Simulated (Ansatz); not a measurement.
hcp Ru was calculated with rVV10 in Ansatz (PAW).

Output (set-up and result lines):

```
Relaxation: its limit of steps is 80 (relax.max_steps)
Crystal: 2 atoms, lattice volume = 29.392 Å³
Basis set: ecut = 520 eV, 773 PW (Γ), exchange–correlation on 48×48×72 points (8 copies of the dense FFT grid, shifted against one another)
Bands: 20, of which v1, the nominal top of the filled ones, is band 16 counted from 1 (15 counted from 0)
Symmetry: 24 space group operations
Space group: P63/mmc (ITA 194), of the structure as read, at distance tolerance 3.1e-5 Å
k-points: 488 of 8064
Functional: x = rpw86, c = pbe(β = 0.06672455060314922) + rvv10(b = 6.3, C = 0.0093)
SCF iter   1: F=—  HF=-11835.096022 eV  |F-HF|=—  |Δ(HF+E_count)|=         —  Δρ=6.76e-3  dr2=2.87e-3
SCF iter   2: F=—  HF=-11835.101281 eV  |F-HF|=—  |Δ(HF+E_count)|=   5.26e-3  Δρ=3.92e-3  dr2=1.01e-3
  ...
SCF 1 converged in 6 iterations: F = -11835.103608 eV  dr2 = 1.84e-9
Crystal: 2 atoms, lattice volume = 29.392 Å³
Initial density: handed on by an earlier stage of this run
SCF 2 converged in 6 iterations: F = -11835.103632 eV  dr2 = 7.30e-13
Crystal: 2 atoms, lattice volume = 29.392 Å³
SCF 3 converged in 6 iterations: F = -11835.103684 eV  dr2 = 1.01e-13
Crystal: 2 atoms, lattice volume = 29.392 Å³
SCF iter   7: F=-11835.103685 eV  HF=-11835.103685 eV  |F-HF|=1.82e-12  |Δ(HF+E_count)|=  7.28e-12  Δρ=1.05e-9  dr2=2.20e-16
SCF iter   8: F=-11835.103685 eV  HF=-11835.103685 eV  |F-HF|=7.28e-12  |Δ(HF+E_count)|=    0.00e0  Δρ=5.93e-10  dr2=5.74e-17
SCF 4 converged in 8 iterations: F = -11835.103685 eV  dr2 = 5.74e-17
SCF converged after 8 iterations
Free energy (F): -11835.103685 eV
Internal energy: -11835.086416 eV  (E = F + TS)
E sigma→0 (E₀):  -11835.095051 eV
Fermi energy:    21.513759 eV
--- Forces (eV/Å), atoms counted from 1 ---
  atom   1  Ru    -0.00000000     0.00000000     0.00000000
  atom   2  Ru    -0.00000000    -0.00000000     0.00000000
--- Stress (GPa, compression-positive) ---
      -10.516423      -0.000000       0.000000
        0.000000     -10.516423       0.000000
        0.000000       0.000000     -10.518655
  P = ⅓ Tr σ = -10.5172 GPa (-105.172 kbar)
```

Question: Write an input file that could have produced this run (the log leaves some choices open).

Answer: Several could match; the one computed here: 
Ansatz 0.2 input:
```yaml
crystal:
  lattice:
    - [1.3903985122, -2.4082408658, 0.0]
    - [1.3903985122, 2.4082408658, 0.0]
    - [0.0, 0.0, 4.3889829749]
  atoms:
    - { symbol: Ru, position: [0.3333333333, 0.6666666667, 0.25] }
    - { symbol: Ru, position: [0.6666666667, 0.3333333333, 0.75] }
basis:
  ecutwfc: 520
  ecutrho_ratio: 4
  xc_grid: 2
kpoints:
  mp_grid: { grid: [24, 24, 14] }
hamiltonian:
  xc: { exchange: rpw86, correlation: pbe }
  dispersion: rvv10
  pseudopotentials: { kind: paw }
scf:
  occupations: { method: fermi_dirac, width: 0.05 }
output:
  forces: true
  stress: true
  eigenvalues: true
relax:
  f_tol: 0.004
  escape_saddle: false
  max_steps: 80
  cell: { stress_tol: 0.02, fix: [volume] }
```

The cell is one volume of an energy–volume scan, off the minimum.

The PAW data were made under PBE.

Ansatz is a quantum-chemistry and plane-wave program.
